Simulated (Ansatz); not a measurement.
A nudged elastic band was laid between two geometries of CH4NSi (7 atoms, charge 1, multiplicity 1).

Computed with RKS PBE-D4/def2-SVP (Ansatz).

```
movable images  : 7
climbing image  : yes
spring          : 5.0 eV/Å²
optimiser       : quadratic models (default)
start path      : through a guess of the saddle point
force threshold : 0.03 eV/Å
iteration limit : 60
end points      : relaxed
```

Initial state:

```xyz
7
Properties=species:S:1:pos:R:3
C -0.766 -1.689 0.192
N -0.290 -0.640 0.067
Si 0.480 1.059 -0.121
H -1.217 -2.684 0.309
H -0.045 1.467 -1.454
H -0.092 1.763 1.061
H 1.930 0.724 -0.054
```

Final state:

```xyz
7
Properties=species:S:1:pos:R:3
C -1.140 -0.943 1.119
N -0.461 -1.042 0.100
Si 0.392 0.789 -0.138
H -0.265 -1.802 -0.583
H -0.183 1.109 -1.474
H -0.162 1.526 1.033
H 1.818 0.363 -0.057
```

Which bonds break or form, and what moves?

Bonds broken: C1–H4. Bonds formed: N2–H4.

What energy profile does the band end with?

The run converged. The highest image is number 4 of 0 to 8, 2.93 eV above the first end and 0.64 eV above the last; the last end lies 2.29 eV above the first. Neighbouring images differ by up to 1.2 eV, so the band resolves the path poorly. A vibrational analysis at the climbing image gives 2 clearly imaginary modes (1186i, 112i cm⁻¹): a point of higher order, so a lower path passes nearby. The orbitals stay closed-shell, which can raise the energy where a bond breaks towards radicals; this wasn't checked here. Limits of this set-up: the dipole of an ion depends on the origin.

```
image  path coordinate (Å)  energy (eV)  C1–H4 (Å)  N2–H4 (Å)
    0                 0.00         0.00       1.10       2.26
    1                 0.49         0.08       1.09       2.25
    2                 0.99         0.52       1.08       2.16
    3                 1.48         1.77       1.11       1.80
    4                 1.97         2.93       1.29       1.31
    5                 2.45         2.46       1.76       1.07
    6                 2.93         2.34       2.03       1.04
    7                 3.41         2.31       2.08       1.04
    8                 3.89         2.29       2.10       1.04
```

What is the geometry of the highest image?


```xyz
7
Properties=species:S:1:pos:R:3
C -0.684 -1.863 0.798
N -0.315 -0.820 0.309
Si 0.434 0.915 -0.123
H -1.009 -1.647 -0.432
H -0.132 1.089 -1.490
H -0.180 1.722 0.968
H 1.886 0.603 -0.030
```

Time of the run: 2.3 min on 1 thread of Arm Neoverse V1, on a shared host, peak memory 0.23 GiB.
